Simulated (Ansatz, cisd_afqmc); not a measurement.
System: CH₃O, charge 0, doublet. CH3O (SMILES C[O], doublet).
B3LYP-D3(BJ)/def2-TZVP minimum from Ansatz (a program for electronic structure):
```xyz
5

C      0.0422    -0.5697     0.0421
O     -0.0449     0.7878    -0.0350
H      1.0743    -0.9437    -0.0130
H     -0.4948    -0.9923     0.9030
H     -0.4741    -0.9483    -0.8625
```
Charge 0, spin multiplicity 2.

Total energies in aug-cc-pVDZ, 13 correlated electrons, 2 frozen orbitals. Radicals and triplets start from unrestricted determinants; spin-orbit coupling is neglected. Correlated methods leave the cores frozen. No relativity. The Monte Carlo rows (phaseless AFQMC, CISD trial, step 0.005/hartree) carry one-sigma bars that omit the constraint's bias. Outlying blocks are dropped, and bars are widened where a walk drifts. Over all cases where full CI ran beside it in this data, AFQMC minus full CI had a median of +0.1 mEh and passed +0.4 mEh in a tenth of the cases.

```json
[
 {"method": "HF", "program": "Ansatz", "energy (Eh)": "-114.43867", "minus CCSDT(Q) (mEh)": "347.06"},
 {"method": "MP2", "program": "Ansatz", "energy (Eh)": "-114.74333", "minus CCSDT(Q) (mEh)": "42.40"},
 {"method": "CCSD", "program": "Ansatz", "energy (Eh)": "-114.77535", "minus CCSDT(Q) (mEh)": "10.38"},
 {"method": "CCSD(T)", "program": "Ansatz", "energy (Eh)": "-114.78440", "minus CCSDT(Q) (mEh)": "1.33"},
 {"method": "CCSDT(Q)", "program": "Ansatz", "energy (Eh)": "-114.78573", "minus CCSDT(Q) (mEh)": "0.00"},
 {"method": "AFQMC/CISD", "program": "cisd_afqmc", "energy (Eh)": "-114.7857 ± 0.0004", "minus CCSDT(Q) (mEh)": "0.0 ± 0.4"}
]
```

Rough core times of Ansatz's runs on a shared machine: CCSD(T) under 20 s, CCSDT(Q) 4 min.
